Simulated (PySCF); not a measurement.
Compound: pyrazine, C₄H₄N₂.
Geometry (PBE0-D3(BJ)/def2-TZVP, Å), atoms numbered from 1 in this order:
```
atom  x, y, z in Å
C1     0.7948   -0.0837    1.0591
C2     1.2083    0.5383   -0.1113
N3     0.4227    0.6230   -1.1772
C4    -0.7816    0.0789   -1.0587
C5    -1.1952   -0.5423    0.1120
N6    -0.4096   -0.6272    1.1779
H7     1.4533   -0.1428    1.9207
H8     2.1984    0.9781   -0.1881
H9    -1.4399    0.1381   -1.9202
H10   -2.1857   -0.9811    0.1893
```

Computed with TDDFT CAM-B3LYP/aug-cc-pVTZ, vertical, gas phase, core orbitals frozen in the response in PySCF. Isolated species at its PBE0-D3(BJ)/def2-TZVP geometry, gas phase.

Kohn–Sham orbitals with the atoms that hold most of them (Löwdin shares over 4%, at most four atoms; ? is withheld):

```tsv
orbital	ε (eV)	atoms
HOMO-3	-10.96	N3 27%, N6 27%, C1 10%, C4 10%
HOMO-2	-10.63	N6 36%, N3 36%, C1 6%, C5 6%
HOMO-1	-9.31	?
HOMO	-8.80	N3 28%, N6 28%, C2 9%, C1 9%
LUMO	-0.52	?
LUMO+1	0.24	C4 18%, C1 18%, C5 18%, C2 18%
LUMO+2	0.25	H7 22%, H8 22%, H9 22%, H10 22%
```

Problem. Which atoms hold the LUMO, and with what shares?

Solution. N3 (bonded to 2 C) 22%; N6 (bonded to 2 C) 22%; C2 (bonded to C, N and H) 12%; C1 (bonded to C, N and H) 12%. By element: nitrogen 44%, carbon 24% or more.

Problem. Give the leading atoms of the HOMO-1.

Solution. C5 (bonded to C, N and H) 19%; C4 (bonded to C, N and H) 19%; C2 (bonded to C, N and H) 19%; C1 (bonded to C, N and H) 19%.

Problem. The HOMO–LUMO gap is 8.28 eV. Where does the response calculation put the lowest singlet, and from which orbitals?

Solution. S1 is at 4.16 eV (f = 0.0055), 4.12 eV below the gap, made of HOMO→LUMO (98%). Without the coupling terms of the response equations the lowest excitation would equal the gap.

Problem. Give energy, strength and leading configuration of S1, S3 and S4, and follow the Löwdin shares of the leading atoms from the occupied to the empty orbital.

Solution. 
- S1 (4.16 eV, f 0.0055), HOMO→LUMO (98%): N3 28% → 22%, N6 28% → 22%
- S3 (5.48 eV, f 0.117), HOMO-1→LUMO (89%): C5 19% → at most 13%, C4 19% → at most 13%, N3 at most 20% → 22%, N6 at most 20% → 22%
- S4 (5.87 eV, f 0.0000), HOMO-2→LUMO (95%): N6 36% → 22%, N3 36% → 22%

Löwdin shares depend on the basis, the more so with diffuse functions.

Hardware: an AMD EPYC 9R45 with 2 threads, on a shared host. Cost: 22 s wall, 52 s CPU, 1.7 GiB resident at most.
